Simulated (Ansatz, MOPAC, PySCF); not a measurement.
Gas-phase reaction in SMILES: ClC=C → C=[C]Cl + H atom (the C-H bond breaks)

Quantity: bond dissociation energy (enthalpy at 298 K), in kcal/mol. Terms: 6-31G* and kin with 6d, 5d where marked; 6-311+G** with 5d, 6d on Na to Ar in Ansatz (a first-principles code); non-relativistic; no spin-orbit coupling; UHF or UKS for open shells; LANL2DZ with its own core potentials from Na on; valence correlation only; no dispersion term unless named. Ab initio and DFT rows: single points at B3LYP-D3(BJ) geometries (Ansatz), with unscaled harmonic terms from B3LYP/6-31G* at its own minima. Semi-empirical rows: MOPAC heats of formation at their own minima for 298 K. A UHF reference is markedly spin-contaminated in at least one set, which strains HF and MP2.

| level | program | bond dissociation energy (enthalpy at 298 K) (kcal/mol) |
|---|---|---|
| PM3 | MOPAC | 89.5 |
| BLYP/6-31G* | Ansatz | 104.5 |
| B3LYP/6-31G* | Ansatz | 106.9 |
| M06-2X/6-31G* (5d) | PySCF | 108.8 |
| MP2/LANL2DZ | Ansatz | 106.9 |
| MP2/6-31G* | Ansatz | 106.8 |
| MP2/6-311+G** | Ansatz | 111.1 |
| r2SCAN-D4/def2-TZVPD | Ansatz + dftd4 | 102.3 |

No value to compare with is used here. The 7 habitual levels span 89.5 (PM3) to 111.1 kcal/mol (MP2/6-311+G**); r2SCAN-D4/def2-TZVPD gives 102.3.

The levels are drawn from those run, B3LYP/6-31G* more often than the rest, none by its result; runs whose electronic state is in doubt are left out.
